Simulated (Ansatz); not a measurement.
System: wurtzite MgTe. Method: RPBE (plane waves, PAW; Ansatz, a program for electronic structure).

Settings: plane-wave cutoff 520 eV, 12×12×6 k mesh (along the axes of the cell as run), Fermi–Dirac smearing 0.01 eV, scalar-relativistic PAW data made under PBE.

Response to compression and expansion (c/a stays at 1.627):

Shape and atoms are relaxed at each volume.

```csv
V (Å³/atom),P (GPa),direct gap at Γ (eV)
34.244,1.39,2.589
34.957,0.66,2.497
35.671,0.00,2.409
36.384,-0.60,2.323
37.097,-1.14,2.240
```

A straight line through the gaps at Γ against ln V gives a volume deformation potential dE_g(Γ)/d ln V of -4.4 eV: the gap at Γ widens under compression.

Note: the bulk modulus comes from volumes at which shape and atoms were relaxed.

Spin–orbit coupling is not included; with these elements it can move the gap by several tenths of an eV or more.
